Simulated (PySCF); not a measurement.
Isomers of C5H10S, one GFN2-xTB conformer each. Single-point energies are computed at PBE0/pcSseg-1 (PySCF, gas phase, no added dispersion term), electronic only.

```csv
SMILES,GFN2-xTB relative energy (kcal/mol)
C=CCCSC,3.8
C=CCCCS,0.0
```

Conformers: `[CH2:1]=[CH:2][CH2:3][CH2:4][S:5][CH3:6]` with C1–C2–C3–C4 -117°, C2–C3–C4–S5 -177°, C3–C4–S5–C6 -73°; `[CH2:1]=[CH:2][CH2:3][CH2:4][CH2:5][SH:6]` with C1–C2–C3–C4 121°, C2–C3–C4–C5 -65°, C3–C4–C5–S6 -177°, C4–C5–S6–H -61°.

Question: What does PBE0/pcSseg-1 give for the same structures?

Answer: 
| SMILES | PBE0/pcSseg-1 E (Eh) | PBE0/pcSseg-1 (kcal/mol) | GFN2-xTB (kcal/mol) | point group |
| --- | --- | --- | --- | --- |
| C=CCCCS | -594.29037 | 0.0 | 0.0 | C1 |
| C=CCCSC | -594.28757 | 1.8 | 3.8 | C1 |

Both levels put the same isomer lowest. As drawn, the lower has an S–H bond, which the higher lacks. Neighbours under 2.5 kcal/mol apart (C=CCCCS and C=CCCSC) can change places with a better method, another conformer or zero-point energy.

Question: Which frontier levels, dipoles and rotational constants go with these structures?

Answer: 
```csv
SMILES,"HOMO (eV, PBE0/pcSseg-1)",LUMO (eV),dipole (D),"A, B, C (MHz)"
C=CCCCS,-6.66,0.26,1.76,"6976, 1141, 1047"
C=CCCSC,-6.30,0.19,1.50,"7145, 1218, 1106"
```
